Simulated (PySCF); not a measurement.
# SiOH: structure of the doublet

Aim: relax SiOH as a doublet from a linear start, check by its vibrations whether the end is a minimum, and collect its spectrum and constants.

Computed with PySCF 2.14.0. Level: PBE0, basis Si def2-TZVP, O def2-TZVP, H def2-TZVP, no relativity, density fitting.

## 1. Starting geometry

3 atoms, charge 0, spin multiplicity 2.

Bond lengths: Si1–O2 1.640 Å, Si1–H3 1.480 Å. Angles: O2–Si1–H3 180.0°.

Coordinates in bohr (charge 0 multiplicity 2):
```
Si    0.0000    0.0000    0.0000
O     0.0000    0.0000   -3.0992
H     0.0000    0.0000    2.7968
```

## 2. The SCF at the typed geometry

The steps below are one call of a driver around PySCF. For each, scf.py gives the equivalent set-up of the SCF; relaxations use the driver's own optimiser. After this first run the driver tries any further starts and a stability analysis.

Contents of scf.py:

```python
from pyscf import gto, scf, dft
mol = gto.M(atom='''
Si     0.000000     0.000000     0.000000
O      0.000000     0.000000    -1.640000
H      0.000000     0.000000     1.480000''',
    basis={'Si': 'def2-TZVP', 'O': 'def2-TZVP', 'H': 'def2-TZVP'},
    charge=0, spin=1)
mf = dft.UKS(mol, xc='PBE0')
mf.grids.atom_grid = (50, 194)
aux = {'Si': 'def2-universal-JKFIT', 'O': 'def2-universal-JKFIT', 'H': 'def2-universal-JKFIT'}
mf = mf.density_fit(auxbasis=aux)
mf.conv_tol = 1e-08
mf.diis_space = 10
mf.max_cycle = 60
mf.init_guess = 'minao'
mf.verbose = 4
mf.kernel()
```

The run is started by

```bash
$ OMP_NUM_THREADS=2 python axn.py task.json out
```

The runs that follow: Relaxing the doublet from the linear start; Vibrations and properties at this point; Following the imaginary mode; Vibrations and properties at this point.

Before running it: what results should come out? Wanted: minimum; geometry; wavenumbers; dipole moment; highest occupied, lowest empty level; polar-tensor charge of Si1; zero-point energy; atomisation energy; ⟨S²⟩.

The runs gave:

| quantity | value |
| --- | --- |
| minimum | doublet, Cs |
| geometry | Si–H 1.528 Å, Si–O 1.523 Å; H–Si–O 119.0° |
| wavenumbers (cm⁻¹) | 628 (a'), 1203 (a'), 1936 (a') |
| dipole moment | 3.30 D |
| highest occupied, lowest empty level (either spin) | -7.25, -3.62 eV |
| polar-tensor charge of Si1 | +0.56 e |
| zero-point energy | 22.5 kJ/mol |
| entropy at 298.15 K | 241.7 J/(mol K) |
| atomisation energy (no zero-point energy) | 879 kJ/mol |
| ⟨S²⟩ | 0.758 |

The linear start (C∞v) ends in a minimum of Cs symmetry, after a stop at a second-order saddle point 121.4 kJ/mol higher, from which it was pushed off along an imaginary mode. In the infrared the band at 1936 cm⁻¹ (a', stretch) leads. Most of the spin sits on Si1 (Mulliken spin 0.56, against 1 for the whole molecule). Other starts or spin states, not run here, may lie lower.
